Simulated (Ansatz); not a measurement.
# BH$_{2}$⁺, triplet in aug-cc-pVDZ: errors against full CI

Geometry: that of the BH2, doublet, kept fixed. The singlet lies 4.6 eV lower here.

```yaml
atoms:
  - { symbol: B, position_ang: [0.0000, -0.0800, 0.0000] }
  - { symbol: H, position_ang: [0.0000, 0.4291, -1.0770] }
  - { symbol: H, position_ang: [0.0000, 0.4291, 1.0770] }
```

Basis aug-cc-pVDZ; Ansatz 0.2.0. Correlated methods freeze the noble-gas cores, which leaves 4 electrons in 40 orbitals. Prefix R: restricted or restricted open-shell reference; prefix U: unrestricted. Active spaces: valence = (4e, 6o) chosen from the atoms' valence shells.

Full CI is exact within this basis and frozen core; it isn't the basis-set limit. The frozen core follows each run's orbitals, which can shift R against U totals by a few meV.

For open shells CISD is restricted-active-space CI with the open shells as a complete middle space.

```
UHF ⟨S²⟩                          : 2.021
T1 diagnostic (RCCSD)             : 0.0245
largest doubles amplitude (RCCSD) : 0.063
T1 diagnostic (UCCSD)             : 0.0179
```

| level | E − E(full CI) (meV) | share of correlation (%) | wall time |
| --- | --- | --- | --- |
| RHF | 1976 | 0.00 | – |
| UHF | 1778 | 10.01 | – |
| RMP2 | 527 | 73.34 | – |
| UMP2 | 551 | 72.14 | – |
| CISD | 41 | 97.92 | 0.57 s |
| RCCSD* | 44 | 97.75 | – |
| UCCSD | 40 | 97.99 | – |
| RCCSD(T)* | 11 | 99.43 | 1.5 s |
| UCCSD(T) | 10 | 99.48 | 1.1 s |
| BCCD(T)* | 11 | 99.44 | 0.91 s |
| RCCSDT* | 0 | 99.98 | – |
| UCCSDT | 0 | 100.00 | – |
| RCCSDT(Q)* | 0 | 100.00 | 5.5 s |
| UCCSDT(Q) | 0 | 100.02 | 4.6 s |
| CASSCF (valence space) | 846 | 57.17 | – |
| NEVPT2 (valence space) | 217 | 89.01 | 0.33 s |
| NEVPT4(SD) (valence space) | 24 | 98.77 | 0.63 s |
| MRCISD (valence space) | 13 | 99.35 | – |
| MRCISD+Q (valence space) | -1 | 100.06 | 0.69 s |

An asterisk marks runs whose energy the program itself flagged as in doubt.

The correlation energy at full CI, counted from RHF, is -1.976 eV. That run took 1.2 s on 1 thread of Arm Neoverse V2, shared host over 157,024 determinants.

Times hold each run's SCF and search for its determinant on a shared host, so for small cases they say little of a method's own cost; they ran on 1 thread of Arm Neoverse V2.

The full-CI state has the irrep B2 of C2v, in the program's axes.

Natural occupations of full CI about the gap: 1.936 1.003 0.981 0.021 0.018 0.017 0.005 0.004 0.003 0.003; effectively unpaired electrons, Σ n²(2−n)², 2.02.
